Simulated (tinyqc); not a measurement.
UKS/B3LYP (VWN-RPA form) in the sto-6g basis, for LiH+, spin multiplicity 2, step by step. One step of it, computed by the program tinyqc.

Problem. Orthogonalisation. S = U s U^T; symmetric (Loewdin) form X = U s^(-1/2) U^T, so that X^T S X = 1.

overlap S:
```
           1Li 1s    1Li 2s   1Li 2px   1Li 2py   1Li 2pz     2H 1s
1Li 1s   1.000000  0.235742  0.000000  0.000000  0.000000  0.009799
1Li 2s   0.235742  1.000000  0.000000  0.000000  0.000000  0.204002
1Li 2px  0.000000  0.000000  1.000000  0.000000  0.000000  0.000000
1Li 2py  0.000000  0.000000  0.000000  1.000000  0.000000  0.000000
1Li 2pz  0.000000  0.000000  0.000000  0.000000  1.000000  0.301692
2H 1s    0.009799  0.204002  0.000000  0.000000  0.301692  1.000000
```

Give: eigenvalues of S; X.

Solution.

eigenvalues of S: 0.6091  0.8159  1.0000  1.0000  1.1764  1.3985

X:
```
          1Li 1s   1Li 2s  1Li 2px  1Li 2py  1Li 2pz    2H 1s
1Li 1s    1.0222  -0.1250   0.0000   0.0000  -0.0040   0.0153
1Li 2s   -0.1250   1.0402   0.0000   0.0000   0.0265  -0.1147
1Li 2px   0.0000   0.0000   1.0000   0.0000   0.0000   0.0000
1Li 2py   0.0000   0.0000   0.0000   1.0000   0.0000   0.0000
1Li 2pz  -0.0040   0.0265   0.0000   0.0000   1.0379  -0.1650
2H 1s     0.0153  -0.1147   0.0000   0.0000  -0.1650   1.0556
```
